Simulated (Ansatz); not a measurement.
A run for Ansatz (a first-principles code): R-CCSD(T)/aug-cc-pV(T+d)Z on hydrogen sulfide (SMILES S), atoms moved off the minimum. Files ending in .json are basis or fitting sets from the Basis Set Exchange.

Ansatz 0.2 input:
```yaml
crystal:
  periodic: [false, false, false]
  atoms:
    - {symbol: S, position_ang: [0.00772320, 0.26317174, -0.08551731]}
    - {symbol: H, position_ang: [-0.95896955, -0.86541239, -0.06421313]}
    - {symbol: H, position_ang: [1.07256117, -0.85368551, -0.10652400]}
basis:
  gaussian:
    orbitals: aug-cc-pV_T+d_Z.json
magnetization: {spin_polarized: false}
correlation: {method: ccsd_t, electrons: outside_noble_gas}
scf: {lower_state_search: off}
output: {forces: true}
```

The head of its log:

```
WARN ansatz: RAYON_NUM_THREADS=1 ignored (pool sized by the plan → 1); use --threads N
Functional definition: HF
these checks for a lower state are left out or cut short: starts, cluster_reference, orbital_swaps, neighbouring_geometries, increment
integrals: 0.11 GiB planned
577 factors; integrals over basis functions are off by at most 4.3e-4 eV
mean field: 0.14 GiB planned
mean field evaluation 1: about -10848.1876 eV, gradient 1.1e1 eV
mean field evaluation 2: about -10848.1886 eV, gradient 1.1e1 eV
mean field evaluation 4: about -10848.7704 eV, gradient 1.5e0 eV
mean field evaluation 8: about -10848.7886 eV, gradient 4.6e-5 eV
mean field -10848.78858994 eV, -398.6856271074 hartree, gradient 3.2e-6 eV, S^2 0.000000; 0 other end points of the search recorded, 0 dependent functions left out
5 core orbitals not correlated
reference -10848.78858994 eV, -398.6856271074 hartree; 4, 4 occupied and 92, 92 virtual orbitals, 577 factors
densities: 0.42 GiB planned
```

Problem. Give the final energy of this run.

Solution. -398.9202 hartree (reference determinant -398.6856, T1 diagnostic 0.012).
